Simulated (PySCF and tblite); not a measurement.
Results of a calculation; reference values are marked as such.
Dynamics report: rearrangement

System: C5H5F, numbered as in [F:1][C:2]1=[CH:3][CH2:4][CH:5]=[CH:6]1.

Motion: shift of H on C4 from C4 to C5. The path came from a restrained scan, a climbing-image band and a saddle search at GFN2-xTB; energies are B3LYP/pcSseg-1 + D3(BJ)//PBE0-D3(BJ)/def2-SVP, thermal terms GFN2-xTB. Rates follow Eyring's equation with the number of equivalent paths and no tunnelling. Shieldings: GIAO at the same DFT level; methyl-like tops are averaged, other torsions stay as in the two minima; line shapes leave out couplings. Run with tblite and PySCF.

```
 point  symmetry  E(GFN2) kcal/mol  E(DFT) kcal/mol  ZPE change kcal/mol  lowest mode cm⁻¹  dipole D
 start        Cs               0.0              0.0                 0.00               262      1.87
saddle        Cs              27.5             28.7                -2.37             1183i      2.64
   end        Cs               0.0              0.0                 0.00               262      1.87
```

* Electronic barrier: 28.7 kcal/mol
* Barrier with zero-point energy: 26.3 kcal/mol
* ΔH‡ (298 K): 26.1 kcal/mol
* ΔS‡ (298 K, symmetry apart): -1.2 cal/(mol K)
* Paths: 2 equivalent paths
* End point: the same structure with atoms interchanged, or its mirror image
* Mean lifetime of the start against this motion at 298 K: 22 days
* Cost: 71 s on 1 thread of Arm Neoverse V1, shared host (rough), peak memory 0.61 GiB, launched as `OMP_NUM_THREADS=1 python ens_run.py task.json out`

| T/K | ΔG‡ kcal/mol | k s⁻¹ |
| --- | --- | --- |
| 298 | 26.4 | 5.2×10⁻⁷ |
| 350 | 26.5 | 0.00041 |
| 400 | 26.6 | 0.05 |
| 500 | 26.7 | 43 |

ΔG and ΔG‡ leave out symmetry numbers and mirror images; rates count paths: 2 out.

Sites that the motion interchanges:

| nucleus | site | ppm | scale |
| --- | --- | --- | --- |
| ¹³C | C4 | 40.0 | δ against TMS |
| ¹³C | C5 | 143.4 | δ against TMS |
| ¹³C | C3 | 109.6 | δ against TMS |
| ¹³C | C6 | 135.8 | δ against TMS |
| ¹H | 2 H on C4 | 3.02 | δ against TMS |
| ¹H | H on C5 | 6.51 | δ against TMS |
| ¹H | H on C3 | 5.62 | δ against TMS |
| ¹H | H on C6 | 6.46 | δ against TMS |

| nucleus | sites | ¹H MHz | spread Hz | coalescence K | k there s⁻¹ |
| --- | --- | --- | --- | --- | --- |
| ¹³C | C4 / C5 | 300 | 7800 | 642 | 1.7×10⁴ |
| ¹³C | C4 / C5 | 500 | 13000 | 658 | 2.9×10⁴ |
| ¹³C | C4 / C5 | 600 | 15600 | 664 | 3.5×10⁴ |
| ¹³C | C3 / C6 | 300 | 1972 | 603 | 4380 |
| ¹³C | C3 / C6 | 500 | 3286 | 617 | 7300 |
| ¹³C | C3 / C6 | 600 | 3943 | 622 | 8770 |
| ¹H | 2 H on C4 / H on C5 | 300 | 1046 | 584 | 2100 |
| ¹H | 2 H on C4 / H on C5 | 500 | 1744 | 597 | 3510 |
| ¹H | 2 H on C4 / H on C5 | 600 | 2093 | 602 | 4210 |
| ¹H | H on C3 / H on C6 | 300 | 252 | 552 | 560 |
| ¹H | H on C3 / H on C6 | 500 | 420 | 564 | 934 |
| ¹H | H on C3 / H on C6 | 600 | 504 | 569 | 1120 |

Tunnelling of the moving H, left out here, will speed the real process. Coalescence temperatures outside 150 to 500 K extrapolate the thermal terms and ignore freezing or boiling of a solvent.
